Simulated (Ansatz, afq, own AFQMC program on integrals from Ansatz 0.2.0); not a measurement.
Two steps: Ansatz 0.2.0 writes the Fock matrix and Cholesky factors of the valence space, and afq projects on them the lowest state that overlaps trial and start.

```yaml
crystal:
  periodic: [false, false, false]
  atoms:
    - {symbol: Si, position_ang: [0.000000, -0.139453, 1.671406]}
    - {symbol: Ge, position_ang: [0.000000, 0.056604, -0.661833]}
    - {symbol: H, position_ang: [0.000000, 1.267918, 2.228287]}
    - {symbol: H, position_ang: [0.000000, -1.461483, -1.103914]}
basis:
  gaussian: {orbitals: cc-pVDZ}
total_charge: 1
magnetization: {spin_polarized: true, initial_magnetization: 3}
correlation: {method: ccsd_t, electrons: outside_noble_gas, hamiltonian_folder: ham}
```

```sh
$ ansatz run in.yaml --threads 1 --pin off --events-out ev --progress --plain --max-ram 1382MiB
```

Options of the walk:

```
--method phaseless --trial cisd --walkers 60 --populations 1 --least-time 40 --time-step 0.005 --steps-per-block 50 --equilibration-blocks 28 --max-blocks 300 --target-error 0.00036 --factor-cut 1e-05 --start spin_pure --seed 5317 --release-times 0.24,0.51,0.99,1.62,2.4 --release-step 0.03 --release-every 4 --taylor-order 6
```

Times are imaginary, in 1/Eh. The walk had a cap of 1002 s. Filled inner d shells are frozen with the cores.

afq prints:

```
orbitals 36  electrons 6 3  factors 283 of 599
reference energy -2365.05245581 Eh
CCSD correlation -0.15286662 Eh in 16 cycles, weight of the determinant in the CISD state 0.8801
energy of the start -2365.205193 Eh
 block  time / (1/Eh)  mean weight  energy / Eh
     1     0.250  1.0009  -2365.203646
     2     0.500  1.0015  -2365.204037
     3     0.750  1.0004  -2365.205202
     4     1.000  1.0002  -2365.207378
     5     1.250  0.9996  -2365.208953
     7     1.750  1.0006  -2365.207891
     9     2.250  1.0000  -2365.209771
    13     3.250  1.0003  -2365.211947
    21     5.250  0.9996  -2365.211407
    29     7.250  0.9990  -2365.213970
    37     9.250  0.9990  -2365.209536
    45    11.250  0.9998  -2365.212577
    53    13.250  0.9997  -2365.208855
    61    15.250  0.9995  -2365.214640
    69    17.250  1.0005  -2365.209887
    77    19.250  0.9984  -2365.211398
    85    21.250  0.9995  -2365.212988
    93    23.250  1.0001  -2365.216841
   101    25.250  1.0006  -2365.209837
   109    27.250  1.0011  -2365.210943
   113    28.250  1.0003  -2365.208301
   117    29.250  1.0017  -2365.211374
   125    31.250  1.0023  -2365.210319
   133    33.250  0.9996  -2365.209753
   141    35.250  0.9993  -2365.211502
   149    37.250  1.0004  -2365.211712
   157    39.250  1.0002  -2365.210534
   165    41.250  1.0002  -2365.209707
   173    43.250  1.0005  -2365.220655
   181    45.250  1.0001  -2365.210998
   185    46.250  0.9993  -2365.210660
blocks merged  error / Eh  count
     1  0.000169  160
     2  0.000205  80
     4  0.000237  40
     8  0.000244  20
    16  0.000198  10
released: time / (1/Eh)  energy / Eh  error  mean overlap
  0.24  -2365.212041  0.000324  0.9974
  0.51  -2365.212337  0.000343  1.0010
  0.99  -2365.212353  0.000408  1.0062
  1.62  -2365.212118  0.000404  1.0181
  2.40  -2365.212944  0.000491  1.0013
energy -2365.211958 +/- 0.000244 Eh
(rows thinned)
```

The run passed its tests (sampling time, drift between the halves within three errors, error under three times the target), which doesn't prove that it has relaxed.

Against this walk (error 6.6 meV) on the same determinant: CCSD(T) 30.8 meV higher, CCSDT(Q) 24.0 meV lower. The error is statistical and leaves out the bias of the constraint. Released to 1.62 1/Eh the energy moves by -4 ± 13 meV (both errors), within twice the noise. CCSDT(Q) is the surest value here, so the walk's 24 meV above it is most likely the bias of the constraint with this trial, which can have either sign.

Cautions: constraint bias not in the error; no relativity below Rb; no spin-orbit coupling; inner d shell frozen; another spin lies lower.

The walk took 3.6 min on 1 thread of Arm Neoverse V1 (shared host). The log's last line is the phaseless energy.

CCSDT and higher add their correlation energy to the determinant of the CCSD(T) run, since their own runs factorise the integrals more tightly (a shift of under 2 meV). A walk keeps the symmetry of its determinant, which the program's search chose and which needn't be the lowest solution, so a lower state of the same spin and another symmetry isn't excluded.
